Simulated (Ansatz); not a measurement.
# Worked example: CHF2 → CF + HF

Species: CHF2 (difluoromethyl radical) `F[CH]F`, doublet; CF, doublet; HF (hydrogen fluoride), singlet. 

Shapes, held fixed at every level: PBE0-D4/def2-TZVP. Programs: Ansatz 0.2.0. The zero-point and thermal change to 298 K, harmonic and unscaled (PBE0-D4/def2-TZVP), is -11.0 kJ/mol.

At CCSD(T)/CBS estimate; 1 Eh = 2625.50 kJ/mol:

| species | energy (Eh) |
| --- | --- |
| CHF2 | -238.151885 |
| CF | -137.671094 |
| HF | -100.395703 |

Question: Work out ΔH(298 K) of the reaction at this level.

Answer: 
1. Products less reactants: (-137.671094) + (-100.395703) − [(-238.151885)] = 0.085088 Eh = +223.4 kJ/mol.
2. With the thermal change: +223.4 + (-11.0) = +212.4 kJ/mol.

Other levels give +227.3 (MP2/def2-TZVPP) to +301.3 kJ/mol (SPW92/def2-TZVPP). No measured value is set beside it here. Open shells run unrestricted unless RO is named. The CBS estimate extrapolates MP2 from def2-TZVPP and def2-QZVPP and adds CCSD(T) − MP2 in the triple-zeta set, cores frozen.
